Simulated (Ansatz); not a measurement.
Frontier orbitals of `C[NH][AlH2]`.

The species carries charge 0 and has multiplicity 1. Geometry: relaxed with PBE0-D4/def2-TZVP. Basis def2-TZVPP, Ansatz 0.2.0.

(1) Compute the vertical ionisation energy as the energy of the cation minus that of the neutral molecule, at each level. (An estimate is asked.)

Results:

(1) The calculation gave: 
```json
{"level": "PBE-D4/def2-TZVPP", "IE (eV)": "9.05", "difference from CCSD(T)/CBS(def2)": "-0.26"}
{"level": "r2SCAN-D4/def2-TZVPP", "IE (eV)": "8.99", "difference from CCSD(T)/CBS(def2)": "-0.32"}
{"level": "PBE0-D4/def2-TZVPP", "IE (eV)": "9.05", "difference from CCSD(T)/CBS(def2)": "-0.26"}
{"level": "B3LYP-D4/def2-TZVPP", "IE (eV)": "9.15", "difference from CCSD(T)/CBS(def2)": "-0.15"}
{"level": "ωB97X-V/def2-TZVPP", "IE (eV)": "9.13", "difference from CCSD(T)/CBS(def2)": "-0.18"}
{"level": "ωB97M-V/def2-TZVPP", "IE (eV)": "9.14", "difference from CCSD(T)/CBS(def2)": "-0.16"}
{"level": "B2PLYP/def2-TZVPP", "IE (eV)": "9.12", "difference from CCSD(T)/CBS(def2)": "-0.19"}
{"level": "HF/def2-TZVPP", "IE (eV)": "7.75", "difference from CCSD(T)/CBS(def2)": "-1.55"}
{"level": "MP2/def2-TZVPP", "IE (eV)": "9.37", "difference from CCSD(T)/CBS(def2)": "0.06"}
{"level": "CCSD/def2-TZVPP", "IE (eV)": "9.07", "difference from CCSD(T)/CBS(def2)": "-0.24"}
{"level": "CCSD(T)/def2-TZVPP", "IE (eV)": "9.17", "difference from CCSD(T)/CBS(def2)": "-0.14"}
{"level": "HF/def2-QZVPP", "IE (eV)": "7.75", "difference from CCSD(T)/CBS(def2)": "-1.55"}
{"level": "MP2/def2-QZVPP", "IE (eV)": "9.45", "difference from CCSD(T)/CBS(def2)": "0.14"}
{"level": "HF/CBS(def2)", "IE (eV)": "7.75", "difference from CCSD(T)/CBS(def2)": "-1.55"}
{"level": "MP2/CBS(def2)", "IE (eV)": "9.51", "difference from CCSD(T)/CBS(def2)": "0.20"}
{"level": "CCSD/CBS(def2)", "IE (eV)": "9.21", "difference from CCSD(T)/CBS(def2)": "-0.10"}
{"level": "CCSD(T)/CBS(def2)", "IE (eV)": "9.31", "difference from CCSD(T)/CBS(def2)": "0.00"}
```

B3LYP here is the variant with VWN-RPA as its local correlation; programs differ in this.
